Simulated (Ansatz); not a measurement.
# C4H4OS: up Jacob's ladder to CCSD(T)

An exercise on one series of results from a longer session: the logs are not shown, and one member is left open.

Computed with Ansatz 0.2.0, Gaussian basis. Level: functionals in def2-TZVPP, the program's frozen cores in correlated methods.

Plan: PBE-D4, r2SCAN-D4, PBE0-D4, B3LYP-D4, ωB97X-V, ωB97M-V, B2PLYP; CCSD(T)/def2-TZVPP; MP2/def2-QZVPP; extrapolation to the limit.

### The geometry

An earlier PBE0-D4 in a triple-zeta def2 set relaxation fixed the geometry.

SMILES `CC#COC=S`, 10 atoms, charge 0, spin multiplicity 1.

Atoms are counted from 1 here; the program's logs count them from 0.

Bond lengths: C1–C2 1.451 Å, C1–H7 1.092 Å, C1–H8 1.092 Å, C1–H9 1.092 Å, C2–C3 1.198 Å, C3–O4 1.311 Å, O4–C5 1.360 Å, C5–S6 1.596 Å, C5–H10 1.091 Å. Angles: C2–C1–H7 111.1°, C2–C1–H8 110.9°, C2–C1–H9 110.7°, H7–C1–H8 108.1°, H7–C1–H9 108.0°, H8–C1–H9 107.9°, C1–C2–C3 179.8°, C2–C3–O4 177.2°, C3–O4–C5 117.6°, O4–C5–S6 122.5°, O4–C5–H10 112.0°, S6–C5–H10 125.4°.

The first run:

File in.yaml:

```yaml
crystal:
  periodic: [false, false, false]
  atoms:
    - {symbol: C, position_ang: [0.696512, -2.032582, -0.570181]}
    - {symbol: C, position_ang: [-0.002340, -0.798576, -0.263138]}
    - {symbol: C, position_ang: [-0.582089, 0.218693, -0.010966]}
    - {symbol: O, position_ang: [-1.270571, 1.304022, 0.247811]}
    - {symbol: C, position_ang: [-0.588992, 2.387789, 0.705392]}
    - {symbol: S, position_ang: [-1.307939, 3.768959, 1.056624]}
    - {symbol: H, position_ang: [0.391747, -2.834971, 0.105706]}
    - {symbol: H, position_ang: [0.490082, -2.353885, -1.593738]}
    - {symbol: H, position_ang: [1.776314, -1.900762, -0.470962]}
    - {symbol: H, position_ang: [0.480477, 2.190113, 0.796351]}
basis:
  gaussian: {orbitals: def2-TZVPP}
hamiltonian: {xc: pbe, dispersion: d4}
output: {forces: true, orbitals: {seedname: orbitals}}
```

The run is started by

```
ansatz run in.yaml --threads 4 --pin off --events-out ev --progress --plain --max-ram 10444MiB
```

Steps of the session up to this table: PBE-D4 (GGA); r2SCAN-D4 (meta-GGA); PBE0-D4 (hybrid); B3LYP-D4 (hybrid); ωB97X-V (range-separated); ωB97M-V (range-separated); B2PLYP (double hybrid); CCSD(T) in def2-TZVPP; MP2 in def2-QZVPP.

One of the session's tables, all rows but one given; the rest of the session is left out.

| method | atomisation energy (kcal/mol) |
| --- | --- |
| PBE-D4 | 1049.2 |
| r2SCAN-D4 | 1010.2 |
| PBE0-D4 | 1015.5 |
| B3LYP-D4 | 1003.2 |
| ωB97X-V | 1001.7 |
| ωB97M-V | 1006.3 |
| B2PLYP | 994.7 |
| HF/def2-TZVPP | 688.3 |
| MP2/def2-TZVPP | 1003.8 |
| CCSD/def2-TZVPP | ? |
| CCSD(T)/def2-TZVPP | 970.4 |
| MP2/CBS | 1032.2 |
| CCSD(T)/CBS | 998.8 |

Q: Estimate the row for CCSD/def2-TZVPP from the others.

**Answer.** atomisation energy (kcal/mol): 946.7. In the column «atomisation energy (kcal/mol)» it lies between HF/def2-TZVPP (688.3) and CCSD(T)/def2-TZVPP (970.4).

Caveats from the session: Free atoms (4 C, 1 O, 1 S, 4 H) were run apart at each level; the atomisation energy is their sum less the molecule, without zero-point or spin-orbit terms.
